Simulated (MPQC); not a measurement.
**Al2H4 (SMILES [AlH2][AlH2]): levels of theory compared**

We compute a comparison of 4 runs (HF/STO-3G, HF/def2-SVP, PBE0/def2-SVP, BLYP/def2-SVPD) of Al2H4. 

Program for the calculation: MPQC 2.3.1.

## 1. The system as given

The species is Al2H4 (6 atoms), meant as a singlet with charge 0. As SMILES, `[AlH2][AlH2]`. Geometry: a GFN2-xTB relaxation, a rough one for these elements and not checked as a minimum.

Bond lengths: Al1–Al2 2.497 Å, Al1–H3 1.595 Å, Al1–H4 1.602 Å, Al2–H5 1.602 Å, Al2–H6 1.595 Å. Angles: Al1–Al2–H5 90.7°, Al1–Al2–H6 149.4°, Al2–Al1–H3 149.3°, Al2–Al1–H4 90.8°, H5–Al2–H6 119.9°, H3–Al1–H4 119.9°.

## 2. Energy and gradient at HF/STO-3G (run 1)

run.in reads:

```
% emacs should use -*- KeyVal -*- mode
molecule<Molecule>: (
    symmetry = c1
    unit = bohr
    { atoms geometry } = {
        Al [ -1.61399619  -1.79059109   0.01980433 ]
        Al [ 0.85014999   2.20888197   0.45978926 ]
        H  [ -4.14980078  -3.34122476   0.51891879 ]
        H  [ 0.69220668  -3.09735560  -1.44416650 ]
        H  [ 3.19667961   0.96782323  -0.99722737 ]
        H  [ 1.02474179   5.05248515   1.44288149 ]
    }
)
basis<GaussianBasisSet>: (
    name = "STO-3G"
    molecule = $:molecule
    basisdir = "."
    puream = yes
)
mpqc: (
    checkpoint = no
    savestate = no
    restart = no
    do_energy = yes
    do_gradient = yes
    optimize = no
    mole<CLHF>: (
        molecule = $:molecule
        basis = $:basis
        total_charge = 0
        memory = 1000000000
        print_evals = yes
        print_npa = yes
        maxiter = 120
        value_accuracy = 1e-08
        guess_wavefunction<CLHF>: (
            molecule = $:molecule
            total_charge = 0
            memory = 1000000000
            value_accuracy = 1e-3
            basis<GaussianBasisSet>: (
                name = "STO-3G"
                molecule = $:molecule
            )
        )
    )
)
```

The basis set STO-3G is read from a file made from the Basis Set Exchange's data (not shown).

On the command line:

```console
$ mpqc run.in > run.out
```

Output:

```text
MPQC: Massively Parallel Quantum Chemistry
[...]
  LUMO is    16   A =   0.283786
  total scf energy = -480.2468640438
[...]
Value of the MolecularEnergy: -480.2468640438
  Gradient of the MolecularEnergy:
      1   -0.0279787226
      2   -0.0053384301
      3    0.0099195034
      4   -0.0090141632
      5    0.0256518371
      6    0.0133295685
      7   -0.0377007324
      8   -0.0263656762
      9    0.0061838080
     10    0.0459548208
     11   -0.0003767576
     12   -0.0196461266
[...]
      symmetry = c1
[...]
```

Wall time 0.22 s (1 thread of Arm Neoverse V2, shared host).

## 3. Energy and forces at HF/def2-SVP (run 2)

mol.in reads:

```
molecule<Molecule>: (
    symmetry = c1
    unit = bohr
    { atoms geometry } = {
        Al [ -1.61399619  -1.79059109   0.01980433 ]
        Al [ 0.85014999   2.20888197   0.45978926 ]
        H  [ -4.14980078  -3.34122476   0.51891879 ]
        H  [ 0.69220668  -3.09735560  -1.44416650 ]
        H  [ 3.19667961   0.96782323  -0.99722737 ]
        H  [ 1.02474179   5.05248515   1.44288149 ]
    }
)
basis<GaussianBasisSet>: (
    name = "def2-SVP"
    molecule = $:molecule
    basisdir = "."
    puream = yes
)
mpqc: (
    checkpoint = no
    savestate = no
    restart = no
    do_energy = yes
    do_gradient = yes
    optimize = no
    mole<CLHF>: (
        molecule = $:molecule
        basis = $:basis
        total_charge = 0
        memory = 1000000000
        print_evals = yes
        print_npa = yes
        maxiter = 120
        value_accuracy = 1e-08
        guess_wavefunction<CLHF>: (
            molecule = $:molecule
            total_charge = 0
            memory = 1000000000
            value_accuracy = 1e-3
            basis<GaussianBasisSet>: (
                name = "3-21G"
                molecule = $:molecule
            )
        )
    )
)
```

The basis set def2-SVP is read from a file made from the Basis Set Exchange's data (not shown).

On the command line:

```console
$ mpqc -o mol.out mol.in
```

Output:

```text
MPQC: Massively Parallel Quantum Chemistry
[...]
  LUMO is    16   A =  -0.008495
  total scf energy = -485.9417571380
[...]
Value of the MolecularEnergy: -485.9417571380
  Gradient of the MolecularEnergy:
      1    0.0057171125
      2    0.0152125288
      3    0.0032406675
      4   -0.0112119726
      5   -0.0121732239
      6    0.0002217553
      7   -0.0015815297
      8   -0.0038919010
      9   -0.0007806130
     10    0.0081466152
     11    0.0085774283
     12   -0.0002769531
[...]
      symmetry = c1
[...]
```

It took 2.8 s on 1 thread of Arm Neoverse V2, shared host; peak memory 0.15 GiB.

## 4. Energy and gradient at PBE0/def2-SVP (run 3)

job.in reads:

```
% Al2H4
molecule<Molecule>: (
    symmetry = c1
    unit = angstrom
    { atoms geometry } = {
        Al [ -0.854090    -0.947540     0.010480 ]
        Al [ 0.449880     1.168890     0.243310 ]
        H  [ -2.195980    -1.768100     0.274600 ]
        H  [ 0.366300    -1.639050    -0.764220 ]
        H  [ 1.691610     0.512150    -0.527710 ]
        H  [ 0.542270     2.673660     0.763540 ]
    }
)
basis<GaussianBasisSet>: (
    name = "def2-SVP"
    molecule = $:molecule
    basisdir = "."
    puream = yes
)
mpqc: (
    checkpoint = no
    savestate = no
    restart = no
    do_energy = yes
    do_gradient = yes
    optimize = no
    mole<CLKS>: (
        molecule = $:molecule
        basis = $:basis
        total_charge = 0
        memory = 1000000000
        print_evals = yes
        print_npa = yes
        maxiter = 120
        value_accuracy = 1e-08
        functional<SumDenFunctional>: (
            a0 = 0.25
            coefs = [ 0.75 1 ]
            funcs: [ <PBEXFunctional>: () <PBECFunctional>: () ]
        )
        integrator<RadialAngularIntegrator>: ( grid = xfine )
        guess_wavefunction<CLHF>: (
            molecule = $:molecule
            total_charge = 0
            memory = 1000000000
            value_accuracy = 1e-3
            basis<GaussianBasisSet>: (
                name = "STO-2G"
                molecule = $:molecule
            )
        )
    )
)
```

The basis set def2-SVP is read from a file made from the Basis Set Exchange's data (not shown).

On the command line:

```console
$ mpqc job.in > job.out
```

Output:

```text
MPQC: Massively Parallel Quantum Chemistry
[...]
  Integrated electron density error = 0.001349495512
  iter     1 energy = -486.5955465101 delta = 1.76461e-01
  Integrated electron density error = -0.000118219620
  iter     2 energy = -486.7937026501 delta = 2.42716e-02
[...]
  Integrated electron density error = 0.000000946276
  iter    10 energy = -486.7949122814 delta = 5.50213e-08
  Integrated electron density error = 0.000000946277
  iter    11 energy = -486.7949122814 delta = 6.07631e-08
  Integrated electron density error = 0.000000946277
  iter    12 energy = -486.7949122814 delta = 1.04693e-08
[...]
  LUMO is    16   A =  -0.110653
  total scf energy = -486.7949122814
[...]
  Integrated electron density error = 0.000000939313
  Total Gradient:
[...]
Value of the MolecularEnergy: -486.7949122814
  Gradient of the MolecularEnergy:
      1    0.0041952554
      2    0.0093157876
      3    0.0016926914
      4   -0.0065279900
      5   -0.0080114804
      6   -0.0002164112
      7    0.0009146512
      8   -0.0018484424
      9   -0.0010787825
     10    0.0045607173
     11    0.0081960502
     12    0.0011028733
[...]
        symmetry = c1
[...]
```

Wall time 21 s (1 thread of Arm Neoverse V2, shared host); peak memory 0.17 GiB.

## 5. Energy and gradient at BLYP/def2-SVPD (run 4)

job.in reads:

```
% Al2H4
molecule<Molecule>: (
   symmetry = c1
   unit = bohr
   { atoms geometry } = {
      Al [ -1.61399619  -1.79059109   0.01980433 ]
      Al [ 0.85014999   2.20888197   0.45978926 ]
      H  [ -4.14980078  -3.34122476   0.51891879 ]
      H  [ 0.69220668  -3.09735560  -1.44416650 ]
      H  [ 3.19667961   0.96782323  -0.99722737 ]
      H  [ 1.02474179   5.05248515   1.44288149 ]
   }
)
basis<GaussianBasisSet>: (
   name = "def2-SVPD"
   molecule = $:molecule
   basisdir = "."
   puream = yes
)
mpqc: (
   checkpoint = no
   savestate = no
   restart = no
   do_energy = yes
   do_gradient = yes
   optimize = no
   mole<CLKS>: (
      molecule = $:molecule
      basis = $:basis
      total_charge = 0
      memory = 1000000000
      print_evals = yes
      print_npa = yes
      maxiter = 120
      value_accuracy = 1e-08
      functional<StdDenFunctional>: ( name = "BLYP" )
      integrator<RadialAngularIntegrator>: ( grid = xfine )
      guess_wavefunction<CLHF>: (
         molecule = $:molecule
         total_charge = 0
         memory = 1000000000
         value_accuracy = 1e-3
         basis<GaussianBasisSet>: (
            name = "STO-2G"
            molecule = $:molecule
         )
      )
   )
)
```

The basis set def2-SVPD is read from a file made from the Basis Set Exchange's data (not shown).

On the command line:

```console
$ mpqc job.in > job.out
```

Output:

```text
MPQC: Massively Parallel Quantum Chemistry
[...]
  Integrated electron density error = 0.001279363985
  iter     1 energy = -486.7866696114 delta = 1.29960e-01
  Integrated electron density error = -0.000108253304
  iter     2 energy = -487.0248512431 delta = 5.10754e-02
[...]
  Integrated electron density error = 0.000001010145
  iter    11 energy = -487.0265421282 delta = 9.40891e-08
  Integrated electron density error = 0.000001010143
  iter    12 energy = -487.0265421282 delta = 7.15781e-08
  Integrated electron density error = 0.000001010143
  iter    13 energy = -487.0265421282 delta = 3.45480e-08
[...]
  LUMO is    16   A =  -0.131485
  total scf energy = -487.0265421282
[...]
  Integrated electron density error = 0.000000998245
  Total Gradient:
[...]
Value of the MolecularEnergy: -487.0265421282
  Gradient of the MolecularEnergy:
      1    0.0052648610
      2    0.0097332737
      3    0.0013937385
      4   -0.0063821809
      5   -0.0090954884
      6   -0.0006804634
      7    0.0016621817
      8   -0.0009797645
      9   -0.0010727619
     10    0.0039778961
     11    0.0089126108
     12    0.0016159680
[...]
        symmetry = c1
[...]
```

Wall time 49 s (1 thread of Arm Neoverse V2, shared host); peak memory 0.53 GiB.

## 6. Overview of the runs

| run | level | starting guess | integration grid | energy (Eh) | HOMO energy (eV) | LUMO energy (eV) | HOMO–LUMO gap (eV) | wall time |
| --- | --- | --- | --- | --- | --- | --- | --- | --- |
| 1 | HF/STO-3G | STO-3G | – | -480.246864 | -5.16 | 7.72 | 12.88 | 0.22 s |
| 2 | HF/def2-SVP | 3-21G | – | -485.941757 | -9.03 | -0.23 | 8.80 | 2.8 s |
| 3 | PBE0/def2-SVP | STO-2G | xfine | -486.794912 | -6.76 | -3.01 | 3.75 | 21 s |
| 4 | BLYP/def2-SVPD | STO-2G | xfine | -487.026542 | -5.62 | -3.58 | 2.05 | 49 s |

## 7. What came out

| quantity | value |
| --- | --- |
| run 4: total energy | -487.02654 Eh |
| run 4: HOMO energy | -5.62 eV |
| run 4: LUMO energy | -3.58 eV |
| run 4: HOMO–LUMO gap | 2.05 eV |
| run 4: largest force on an atom | 0.574 eV/Å |

The HOMO–LUMO gap runs from 2.05 eV (BLYP/def2-SVPD) to 12.88 eV (HF/STO-3G). The two ends differ in method and basis. Totals of different functionals can't be ranked against each other. In run 1 the basis is minimal, so the values are rough. All runs together took 73 s, the longest 49 s.
